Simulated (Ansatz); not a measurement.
**AlO+ (quintet): the correlation ladder, def2-TZVPP**

An exercise on one series of results from a longer session: the logs are not shown, and one member is left open.

The runs use Ansatz 0.2.0, Gaussian basis; def2-TZVPP, core rule «outside noble gas», up to 6 orbitals frozen.

Plan: UHF; ROHF; CCSD(T) on UHF.

## The geometry

The geometry is a PBE0/def2-TZVP stationary point (not a proven minimum) of the parent state, kept for this charge and spin.

2 atoms, charge 1, spin multiplicity 5.

Atoms are counted from 1 here; the program's logs count them from 0.

Bond lengths: Al1–O2 1.784 Å.

The first run:

in.yaml

```yaml
crystal:
  periodic: [false, false, false]
  atoms:
    - {symbol: Al, position_ang: [0.000000, 0.000000, 0.000000]}
    - {symbol: O, position_ang: [0.000000, 0.000000, 1.784100]}
basis:
  gaussian: {orbitals: def2-TZVPP}
total_charge: 1
magnetization: {spin_polarized: true, initial_magnetization: 4}
hamiltonian: {xc: hf}
output: {orbitals: {seedname: orbitals}}
```

Launch:

```sh
$ ansatz run in.yaml --threads 1 --pin off --events-out ev --progress --plain --max-ram 4096MiB --backend cpu
```

Steps of the session up to this table: UHF; ROHF; CCSD(T) on UHF.

One table of the session follows, with a row left open; its other results are not shown here.

| method | from UCCSD(T) (kJ/mol) |
| --- | --- |
| ROHF | +471.5 |
| UHF | +452.2 |
| UMP2 | +62.1 |
| UCCSD | ? |
| UCCSD(T) | 0 |

**Question.** Estimate the row for UCCSD.

As computed: from UCCSD(T) (kJ/mol): +9.3. In the column «from UCCSD(T) (kJ/mol)» it lies between UCCSD(T) (0) and UMP2 (+62.1).
